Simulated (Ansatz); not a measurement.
The cluster Mg₃H₆. Total charge 0; triplet. Geometry r2SCAN-D4/def2-TZVP, that of the neutral singlet; atoms count from 1.

```xyz
9

Mg    1.099   -0.054   -1.160
Mg   -0.253    1.590    0.364
Mg   -0.423   -1.557    0.349
H     0.930   -1.813   -1.089
H    -1.057    2.777    1.281
H     1.120    1.713   -1.072
H    -1.350   -2.659    1.256
H    -0.871    0.051   -0.761
H     0.803   -0.047    0.832
```

At PBE0-D4/def2-TZVP a singlet of charge 0 lies 4.76 eV below the triplet at the same geometry. The structure comes from a short search, and lower isomers may exist.

Estimate the Mulliken populations from the PBE0/def2-TZVP orbitals of Ansatz.


```
atom  charge (e)  spin (α − β)
 Mg1        0.19          0.83
 Mg2        0.35          0.08
 Mg3        0.35          0.08
  H4       -0.13          0.19
  H5       -0.08          0.31
  H6       -0.13          0.19
  H7       -0.08          0.31
  H8       -0.24          0.00
  H9       -0.24          0.00
```
Mulliken values and Mayer orders depend strongly on the basis.

Where does the spin sit?

Summed by element: Mg 1.00, H 1.00, of 2 unpaired in all. Largest on single atoms: Mg1 0.83, H7 0.31, H5 0.31.
